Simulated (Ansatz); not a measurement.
C$_{2}$H$_{5}$FS (`CSCF`) at its PBE0-D4/def2-TZVP geometry, where that method's forces vanish. The species carries charge 0 and has multiplicity 1.

```xyz
9

C    -0.5508    1.2450   -0.1917
S    -1.0931   -0.4291    0.1824
C     0.4807   -1.2515    0.2509
F     1.0696   -1.4019   -0.9893
H     0.0833    1.6387    0.6043
H    -0.0235    1.2766   -1.1446
H    -1.4479    1.8599   -0.2645
H     0.3019   -2.2431    0.6726
H     1.1798   -0.6945    0.8799
```

What forces (eV/Å) does r2SCAN-D4/def2-TZVPP give on these atoms in Ansatz 0.2.0? (An estimate is asked.)

Ansatz gave: 
```
C1   0.047  0.168 -0.039
S2  -0.200 -0.091  0.035
C3  -0.049 -0.037  0.364
F4   0.176 -0.031 -0.355
H5  -0.006 -0.007 -0.011
H6  -0.006  0.000  0.012
H7   0.026 -0.012 -0.001
H8   0.000  0.000 -0.001
H9   0.011  0.010 -0.004
```
